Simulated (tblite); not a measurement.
Problem. What does the GFN2-xTB structure of `[H]/P=C\OC` look like in three dimensions?

Solution. 
```
atom  x, y, z in Å
C1    -1.1377    0.0245   -0.1964
O2    -0.1823   -1.0036   -0.2774
C3     1.0989   -0.6794   -0.5024
P4     1.9098    0.7748   -0.7348
H5    -2.0889   -0.4638    0.0072
H6    -0.9001    0.7209    0.6152
H7    -1.2027    0.5766   -1.1403
H8     1.6992   -1.5838   -0.5310
H9     0.8173    1.6398   -0.6340
```

Any rigid rotation of these coordinates is as good. Atoms count from 1 in this order. The 4 heavy atoms lie in one plane (0.001 Å rms). O2 (ether oxygen) is bent (angle 118.8°). The 2 C–O bonds span 1.341 Å (O2–C3, drawn single) to 1.406 Å (C1–O2, drawn single), a spread of 0.065 Å. P4 (phosphorus bonded to C and H) is bent (angle 98.5°).

Bonds between heavy atoms (Å): C1–O2 1.406, O2–C3 1.341, C3=P4 1.681.

Computed geometry: GFN2-xTB, gas phase.

Point group: Cs (tolerance 0.08 Å). Its GFN2-xTB frequencies are all real (lowest 198 cm⁻¹). One conformer, not necessarily the lowest (C1–O2–C3–P4 0°). 2 starts were optimised and ended at 0.00 and 0.42 kcal/mol (GFN2-xTB); the lowest of these is shown.

On an Arm Neoverse V1 with one thread, no GPU, shared host with 32 logical CPUs at a one-minute load of 24, this took 0.12 s of wall time. This is the geometry optimisation.
